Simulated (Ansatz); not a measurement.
A nudged elastic band was laid between two geometries of ClH₃NSi (6 atoms, charge 0, multiplicity 2).

Level of theory: Ansatz, UKS PBE0/def2-mTZVP.

```
movable images  : 5
climbing image  : yes
spring          : 5.0 eV/Å²
optimiser       : quadratic models (default)
start path      : through a guess of the saddle point
force threshold : 0.03 eV/Å
iteration limit : 60
end points      : relaxed
```

Image 0:

```xyz
6
Properties=species:S:1:pos:R:3
N -0.647 0.220 -0.626
Si 0.078 -0.347 0.809
Cl 1.717 -1.608 0.487
H -0.611 1.186 -0.914
H -1.068 -0.378 -1.320
H 0.574 0.864 1.519
```

Image 6:

```xyz
6
Properties=species:S:1:pos:R:3
N -0.500 0.391 -1.234
Si 0.041 0.134 0.394
Cl 1.010 -1.662 0.765
H -1.162 0.180 1.256
H -0.336 -0.335 -1.935
H 0.990 1.227 0.708
```

**Question.** Which bonds break or form, and what moves?

**Answer.** Bonds broken: N1–H4. Bonds formed: Si2–H4.

**Question.** What energy profile does the band end with?

**Answer.** It converged. The highest image is number 4 of 0 to 6, 222.1 kJ/mol above the first end and 127.3 kJ/mol above the last; the last end lies 94.8 kJ/mol above the first. Neighbouring images differ by up to 1.8 eV, so the band resolves the path poorly. A vibrational analysis at the climbing image gives one clearly imaginary mode, 1706i cm⁻¹: a first-order saddle point.

```tsv
image	path coordinate (Å)	energy (kJ/mol)	N1–H4 (Å)	Si2–H4 (Å)
0	0.00	0.0	1.01	2.41
1	0.66	0.4	1.01	2.39
2	1.31	4.4	1.01	2.38
3	1.97	43.7	1.03	2.05
4	2.63	222.1	1.49	1.59
5	3.38	111.9	2.30	1.49
6	4.13	94.8	2.58	1.48
```

**Question.** What is the geometry of the highest image?

**Answer.** 
```xyz
6
Properties=species:S:1:pos:R:3:forces:R:3
N -0.373 0.427 -1.059 0.00 0.00 0.00
Si 0.251 0.062 0.483 0.00 -0.01 0.00
Cl 1.137 -1.746 0.945 0.00 0.01 0.00
H -1.264 0.385 0.129 0.00 0.00 0.00
H -0.786 -0.337 -1.595 0.00 0.00 0.00
H 1.078 1.146 1.051 0.00 0.00 0.00
```

The run took 2.6 min on 2 threads of Arm Neoverse V1, with other jobs on the host, peak memory 0.17 GiB.
